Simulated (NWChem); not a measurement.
# Ionisation of NO (+1)

```
N
O 1 1.0599
```
Charge +1, spin multiplicity 1.

Program: NWChem. All single points use one geometry, from PBE0/def2-SVP, a minimum by its harmonic frequencies.

Basis set: def2-TZVP. The species with one electron less has spin multiplicity 2 and keeps the geometry of the parent. Δ marks differences of total energies (open shells unrestricted). −ε marks an orbital energy of the parent. That orbital need not have the symmetry of the hole or added electron in the Δ rows.

B3LYP has NWChem's definition, with VWN1-RPA local correlation. The structure started from a generated list of species. The stability of the SCF solutions was not checked.

One of these methods gave a first vertical ionisation energy of 25.01 eV. Which?
(A) −ε(HOMO) of HF
(B) −ε(HOMO) of B3LYP
(C) ΔPBE
(D) ΔB3LYP

B, −ε(HOMO) of B3LYP. The others give 29.56 (ΔB3LYP), 29.13 (ΔPBE), 31.00 (−ε(HOMO) of HF).
